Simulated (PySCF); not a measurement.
Species: formaldehyde, CH2O.
Z-matrix (Å and degrees, PBE/def2-TZVP geometry), rows numbered from 1:
```
C 
O   1  1.2081
H   1  1.1189  2  122.21
H   1  1.1188  2  122.07  3  -179.99
```

Computed, not measured: PBE/def2-TZVP geometry optimisation, gas phase (PySCF 2.14.0).

Take the most abundant isotopes and a rigid rotor. 

**Question.** Give the principal moments of inertia and the rotational constants in MHz.

**Answer.** Ia = 1.81, Ib = 13.11, Ic = 14.92 u·Å²; 505379 MHz·u·Å²/I gives A = 279331, B = 38538, C = 33866 MHz.

**Question.** Classify the top.

**Answer.** A near-prolate asymmetric top: κ = (2 × 38538 − 279331 − 33866)/(279331 − 33866) = -0.96.

**Question.** What does the inertial defect say?

**Answer.** Planar: Δ = Ic − Ia − Ib = 0.00 u·Å². For a rigid frame Δ = −2 Σ m c², so it vanishes when all atoms lie in the ab plane; here none is more than 0.01 Å from it.

**Question.** Give the coordinates in the principal-axis frame, origin at the centre of mass.

**Answer.** The sense of each axis is arbitrary; atoms in the order of the calculation.
| atom | mass (u) | a (Å) | b (Å) | c (Å) |
| --- | --- | --- | --- | --- |
| C1 | 12.000 | -0.604 | 0.000 | 0.000 |
| O2 | 15.995 | 0.604 | 0.000 | 0.000 |
| H3 | 1.008 | -1.200 | -0.947 | 0.000 |
| H4 | 1.008 | -1.198 | 0.948 | 0.000 |

**Question.** List the rotational levels J(Ka,Kc) to J = 3 (MHz).

**Answer.** Above 0(0,0):
J = 1: 1(0,1) 72404, 1(1,1) 313197, 1(1,0) 317870
J = 2: 2(0,2) 217145, 2(1,2) 453333, 2(1,1) 467350, 2(2,1) 1189730, 2(2,0) 1189797
J = 3: 3(0,3) 434089, 3(1,3) 663496, 3(1,2) 691529, 3(2,2) 1406942, 3(2,1) 1407279, 3(3,1) 2622630, 3(3,0) 2622631

**Question.** Which types of transition are allowed, and where do some lines up to J = 5 fall?

**Answer.** The dipole components are |μa| = 2.16 D, |μb| = 0.00 D, |μc| = 0.00 D; the symmetry axis of this C2v structure is a, so μb and μc vanish by symmetry and there are no b-type or c-type lines. Some lines, for components of 0.1 D or more:

```csv
type,branch,"J(Ka,Kc)",MHz,lower level (cm⁻¹)
a,Q,"3(2,1) ← 3(2,2)",337,46.931
a,Q,"4(2,2) ← 4(2,3)",1009,56.589
a,Q,"1(1,0) ← 1(1,1)",4672,10.447
a,Q,"3(1,2) ← 3(1,3)",28034,22.132
a,Q,"5(1,4) ← 5(1,5)",70068,43.153
a,R,"1(0,1) ← 0(0,0)",72404,0.000
a,R,"2(1,2) ← 1(1,1)",140136,10.447
a,R,"2(0,2) ← 1(0,1)",144741,2.415
a,R,"2(1,1) ← 1(1,0)",149481,10.603
a,R,"3(1,3) ← 2(1,2)",210162,15.122
a,R,"3(0,3) ← 2(0,2)",216943,7.243
a,R,"3(2,2) ← 2(2,1)",217213,39.685
a,R,"3(2,1) ← 2(2,0)",217482,39.687
a,R,"3(1,2) ← 2(1,1)",224179,15.589
a,R,"4(0,4) ← 3(0,3)",288944,14.480
a,R,"4(2,3) ← 3(2,2)",289565,46.931
a,R,"4(2,2) ← 3(2,1)",290237,46.942
a,R,"4(1,3) ← 3(1,2)",298825,23.067
a,R,"5(2,4) ← 4(2,3)",361872,56.589
a,R,"5(4,2) ← 4(4,1)",362171,153.912
a,R,"5(4,1) ← 4(4,0)",362171,153.912
a,R,"5(3,2) ← 4(3,1)",362259,97.147
a,R,"5(1,4) ← 4(1,3)",373401,33.035
```

Not checked by PBE/def2-TZVP frequencies. Constants of a rigid frame at the computed geometry: no zero-point averaging, no centrifugal distortion.
